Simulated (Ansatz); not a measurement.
```yaml
crystal:
  periodic: [false, false, false]
  atoms:
    - {symbol: S, position_ang: [0.000000, 0.000000, 0.000000]}
    - {symbol: Mg, position_ang: [0.000000, 0.000000, 2.232000]}
basis:
  gaussian: {orbitals: def2-TZVP}
magnetization: {spin_polarized: true, initial_magnetization: 2}
hamiltonian: {xc: pbe0}
relax: {f_tol: 0.004, max_steps: 80}
```

```sh
$ ansatz run in.yaml --threads 1 --pin off --events-out ev --progress --plain --max-ram 2176MiB
```

Steps of the relaxation (energy above the last step; positions in Å, forces in eV/Å):

```
2
step 1, 56.4 meV
S     0.000    0.000    0.000    0.000    0.000   -1.118
Mg    0.000    0.000    2.232    0.000    0.000    1.118
```

```
2
step 2, 6.9 meV
S     0.000    0.000   -0.034    0.000    0.000   -0.357
Mg    0.000    0.000    2.266    0.000    0.000    0.357
```

```
2
step 3, 0.1 meV
S     0.000    0.000   -0.052    0.000    0.000   -0.033
Mg    0.000    0.000    2.284    0.000    0.000    0.033
```

```
2
step 4, 0.0 meV
S     0.000    0.000   -0.054    0.000    0.000    0.000
Mg    0.000    0.000    2.286    0.000    0.000    0.000
```

Close pairs at the end: S1–Mg2 2.340 Å.

A stationary point of unrestricted PBE0 after 4 steps, with ⟨S²⟩ = 2.006 against 2.00 for a pure state. 15 s on 1 thread of Arm Neoverse N1, shared host.
